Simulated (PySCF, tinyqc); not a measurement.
G0W0 on RHF in the sto-3g basis, for BH, spin multiplicity 1, step by step. The lowest restricted solution is unstable here: a spin-polarised one lies 0.0053 hartree lower (PySCF). One step of it, computed by the program tinyqc.

Question. G0W0 on Hartree-Fock: LUMO. W(p,q,m) = sqrt2 sum_ia (pq|ia) (X+Y)_ia,m; Sigma_c(x) = sum_(i,m) W^2/(x - e_i + w_m) + sum_(a,m) W^2/(x - e_a - w_m); solve x = e_p + Sigma_c(x) by Newton steps; Z = 1/(1 - dSigma/dx); 1 hartree = 27.211386 eV.

orbital energies (hartree): MO1 -7.380869, MO2 -0.468818, MO3 -0.234553, MO4 0.248606, MO5 0.248606, MO6 0.376225

Two-electron integrals over orbitals (pq|rs), unique and non-zero (hartree):
```
(11|11) 2.893037    (21|11) -0.287856   (21|21) 0.045474    (22|11) 0.648549
(22|21) -0.012146   (22|22) 0.472614    (31|11) 0.143359    (31|21) -0.021495
(31|22) 0.010926    (31|31) 0.018934    (32|11) -0.138223   (32|21) 0.007690
(32|22) -0.000753   (32|31) 0.007423    (32|32) 0.117882    (33|11) 0.550600
(33|21) -0.008167   (33|22) 0.431329    (33|31) -0.002585   (33|32) -0.001595
(33|33) 0.470120    (41|41) 0.021593    (42|41) 0.024338    (42|42) 0.088345
(43|41) -0.012089   (43|42) -0.039443   (43|43) 0.033783    (44|11) 0.742017
(44|21) -0.010596   (44|22) 0.481444    (44|31) 0.004941    (44|32) -0.076791
(44|33) 0.422207    (44|44) 0.586773    (51|51) 0.021593    (52|51) 0.024338
(52|52) 0.088345    (53|51) -0.012089   (53|52) -0.039443   (53|53) 0.033783
(54|54) 0.031630    (55|11) 0.742017    (55|21) -0.010596   (55|22) 0.481444
(55|31) 0.004941    (55|32) -0.076791   (55|33) 0.422207    (55|44) 0.523513
(55|55) 0.586773    (61|11) -0.091551   (61|21) 0.016221    (61|22) 0.002304
(61|31) 0.003506    (61|32) 0.016219    (61|33) -0.010605   (61|44) -0.003193
(61|55) -0.003193   (61|61) 0.020041    (62|11) 0.140171    (62|21) -0.003031
(62|22) 0.055444    (62|31) 0.012857    (62|32) -0.014030   (62|33) -0.024478
(62|44) 0.077941    (62|55) 0.077941    (62|61) 0.012972    (62|62) 0.090306
(63|11) 0.177702    (63|21) -0.004047   (63|22) 0.032370    (63|31) -0.003677
(63|32) -0.111644   (63|33) 0.004182    (63|44) 0.099069    (63|55) 0.099069
(63|61) -0.008529   (63|62) 0.056870    (63|63) 0.146582    (64|41) 0.007269
(64|42) 0.027083    (64|43) 0.003847    (64|64) 0.025851    (65|51) 0.007269
(65|52) 0.027083    (65|53) 0.003847    (65|65) 0.025851    (66|11) 0.606538
(66|21) -0.007487   (66|22) 0.472928    (66|31) 0.011629    (66|32) 0.052558
(66|33) 0.465465    (66|44) 0.439810    (66|55) 0.439810    (66|61) 0.007827
(66|62) 0.022619    (66|63) -0.025736   (66|66) 0.531957
```

excitation energies w (hartree): 0.530077  0.530077  0.810636  0.885962  0.885962  1.045464  7.672608  7.672608  7.797097

X + Y:
```
            1          2          3          4          5          6          7          8
1>4  0.000000   0.003150   0.000000  -0.000040  -0.012181   0.000000   0.997176   0.000000
1>5  0.003150   0.000000   0.000000  -0.012181   0.000040   0.000000   0.000000   0.997176
1>6  0.000000   0.000000   0.006295   0.000000   0.000000  -0.004128   0.000000   0.000000
2>4  0.000007   0.217432   0.000000   0.002880   0.884003   0.000000   0.001199   0.000000
2>5  0.217432  -0.000007   0.000000   0.884003  -0.002880   0.000000   0.000000   0.001199
2>6  0.000000   0.000000  -0.420530   0.000000   0.000000   0.819248   0.000000   0.000000
3>4  0.000029   0.937896   0.000000  -0.000450  -0.138015   0.000000  -0.000399   0.000000
3>5  0.937896  -0.000029   0.000000  -0.138015   0.000450   0.000000   0.000000  -0.000399
3>6  0.000000   0.000000   0.790969   0.000000   0.000000   0.314819   0.000000   0.000000

             9
1>4   0.000000
1>5   0.000000
1>6   0.997428
2>4   0.000000
2>5   0.000000
2>6   0.000731
3>4   0.000000
3>5   0.000000
3>6  -0.000344
```

Give: The 12 largest terms at x = e_p; Newton steps; quasiparticle energy of the LUMO; Hartree-Fock value.

Answer.

The 12 largest terms at x = e_p (hartree; W for the signs of X + Y given):
```
q  m       W       term
4  6   0.134     -0.017
2  5   0.118      0.009
4  3   0.064     -0.005
3  5  -0.056   2.27e-03
6  5   0.033  -1.07e-03
3  2   0.033   1.05e-03
2  2  -0.025   5.03e-04
6  2   0.013  -2.76e-04
2  7   0.034   1.42e-04
1  5   0.032   1.23e-04
1  7   0.030   6.08e-05
3  7  -0.017   3.60e-05
```

Newton steps (hartree):
```
step      x  Sigma_c(x)      Z
0     0.249      -0.011  0.968
1     0.238      -0.011  0.969
2     0.238      -0.011  0.969
```

quasiparticle energy of the LUMO = 6.477 eV

Hartree-Fock value = 6.765 eV
